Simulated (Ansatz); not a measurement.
**A ladder of methods for Si2NH7 (SMILES [SiH3]N[SiH3])**

The species is Si2NH7 (10 atoms), meant as a singlet with charge 0. SMILES: `[SiH3]N[SiH3]`. Geometry: optimised at r2SCAN/def2-SVP.

Quantity: the adiabatic ionisation energy (to the doublet cation, shapes relaxed at r2SCAN/def2-SVP, no zero-point term), in eV. The values are calculated.

| level | kind | program | value (eV) | CPU time (all runs) |
| --- | --- | --- | --- | --- |
| HF/def2-TZVP | Hartree–Fock | Ansatz | 8.01 | 5.1 s |
| SVWN5/def2-TZVP | LDA | Ansatz | 9.19 | 3.8 s |
| PBE/def2-TZVP | GGA | Ansatz | 8.96 | 6.6 s |
| r2SCAN/def2-TZVP | meta-GGA | Ansatz | 9.04 | 10 s |
| B3LYP/def2-TZVP | global hybrid | Ansatz | 9.15 | 7.6 s |
| PBE0-D4/def2-TZVP | global hybrid | Ansatz | 9.16 | 7.6 s |
| wB97M-V/def2-TZVP | range-separated hybrid | Ansatz | 9.31 | 24 s |
| MP2/def2-TZVP | perturbation theory | Ansatz | 9.51 | 6.4 s |

The values span 8.01 to 9.51 eV. Times are those of the runs behind each value, whatever else they computed, on shared processors of several kinds: orders of magnitude only.
